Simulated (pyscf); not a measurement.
Structures and frequencies: ωB97X-D3(BJ)/def2-SVP in PySCF.

**Question.** HCl + H₃Si–O–Ti(Cl)(Cl)–Cl → Cl–Ti(Cl)(Cl)–Cl + HO–SiH₃
Surface: singlet. Broken: Cl–H, O–Ti. Formed: Cl–Ti, H–O. Give ΔE‡ and ΔE from ωB97M-D3(BJ)/def2-TZVP, relative to the separated reactants.

**Answer.** ΔE‡ = 12.8 kcal/mol, ΔE = +4.2 kcal/mol. Zero-point energy shifts the barrier by +0.3 kcal/mol. It is a four-centre exchange, with an imaginary mode of 897i cm⁻¹. On the product side the descent ends in an adduct with a O–Ti contact (not fully relaxed), 11.8 kcal/mol under the separated species and 17.1 kcal/mol under the saddle at ωB97X-D3(BJ)/def2-TZVP. What is counted as broken (O–Ti) persists as a longer contact in the product adduct; parting that adduct is a step of its own. At ωB97X-D3(BJ)/def2-TZVP the barrier from the zero used here is 8.4 kcal/mol. This is the saddle that the search found; another between the same sides may lie lower.
